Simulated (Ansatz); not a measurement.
Geometry optimisation, RKS PBE/6-31G* (Ansatz 0.2.0).

Input:

```yaml
crystal:
  periodic: [false, false, false]
  atoms:
    - { symbol: "N", position_ang: [0.22034, 1.31779, -0.63658] }
    - { symbol: C, position_ang: [-0.04861, 0.38001, 0.27237] }
    - { symbol: C, position_ang: [-0.06416, -0.92214, 0.25763] }
    - { symbol: O, position_ang: [0.16796, -2.10558, 0.50769] }
    - { symbol: H, position_ang: [0.65307, 1.08733, -1.51599] }
    - { symbol: H, position_ang: [0.07974, 2.28924, -0.41697] }
    - { symbol: H, position_ang: [-0.47378, 0.72798, 1.22441] }
    - { symbol: H, position_ang: [-0.53456, -2.77463, 0.30744] }
total_charge: 1
basis:
  gaussian: { orbitals: "6-31G*" }
hamiltonian:
  xc: pbe
relax:
  f_tol: 0.015
  max_steps: 40
```

Command:

```bash
$ ansatz run input.yaml --threads 1 --pin off --max-ram 2048MiB --backend cpu --events-out ev --progress --plain --runs-dir out
```

Where does it end, and by what steps?

The forces met the threshold. Limits of this set-up: the dipole of an ion depends on the origin. After 10 steps the energy has fallen by 0.340 eV; C3 moved furthest, 0.39 Å.

```
step  energy less start (eV)  largest force component (eV/Å)  accepted
   0                  0.0000                           1.339       yes
   1                 -0.0622                           0.932       yes
   2                 -0.1003                           0.720       yes
   3                 -0.1378                           0.760       yes
   4                 -0.1943                           0.784       yes
   5                 -0.2508                           0.961       yes
   6                 -0.3066                           0.550       yes
   7                 -0.3320                           0.248       yes
   8                 -0.3319                           0.409        no
   9                 -0.3390                           0.062       yes
  10                 -0.3398                           0.012       yes
```

```xyz
8
Properties=species:S:1:pos:R:3
N 0.284 1.268 -0.592
C -0.097 0.401 0.338
C -0.451 -0.937 0.193
O 0.231 -1.989 0.420
H 0.627 0.975 -1.508
H 0.179 2.273 -0.441
H -0.455 0.817 1.296
H -0.319 -2.809 0.295
```

Whether the end is a true minimum wasn't checked by a vibrational analysis.

The run took 55 s on 1 thread of Intel(R) Xeon(R) Processor @ 2.50GHz (Skylake/Cascade Lake), on a shared host, peak memory 0.14 GiB.
